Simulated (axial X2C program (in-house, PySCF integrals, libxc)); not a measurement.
# OB: EOM-IP-CCSD levels

Wanted for OB: EOM-IP-CCSD levels, at the two-component level.

Method: two-component X2C with atomic mean-field terms, O dyall-av3z, B dyall-av3z; program: an in-house X2C program for linear molecules on PySCF integrals.

All values are calculated.

**1. The job**

task.json reads:

```json
{"zs": [8, 5], "q": 0, "bas": ["dyall-av3z", "dyall-av3z"], "r0": 1.35, "eom": "ip", "rq": -1, "thr": -2.0, "nmax": 95, "grid": [1, 0.96, 1.045, 0.92, 1.09, 1.15]}
```

Keys: zs atomic numbers; q charge; bas basis sets; r0 starting distance in Å; eom kind of EOM run; thr threshold in hartree for freezing inner shells (an s shell follows its p shell); nmax most natural virtual spinors; grid distances as factors.

The run is started by

```bash
python soeom.py task.json out
```

After this run come: EOM-IP-CCSD at 1.233 Å.

Q: Predict the outcome of this session. Wanted: next root led by one particle; T1 of the reference; lowest state, Re and ωe.

As calculated:

| quantity | value |
| --- | --- |
| lowest root at 1.233 Å | Ω = 1/2, 2.622 eV |
| next root led by one particle | Ω = 3/2, about 26110 cm⁻¹ higher |
| T1 of the reference | 0.018 |
| lowest state, Re and ωe | 1.204 Å, 1922 cm⁻¹ |

In words: Removing an electron from the reference determinant of OB⁻ costs 2.62 eV and empties a spinor of 45% B sσ, 33% B pσ, 12% O pσ. Errors of 0.1 to 0.3 eV are usual at this size, and roots led by higher excitations are left out, so the list is incomplete, and low states of that kind can be missing. The bond is 0.036 Å shorter than in the closed-shell reference at CCSD (1.239 Å).
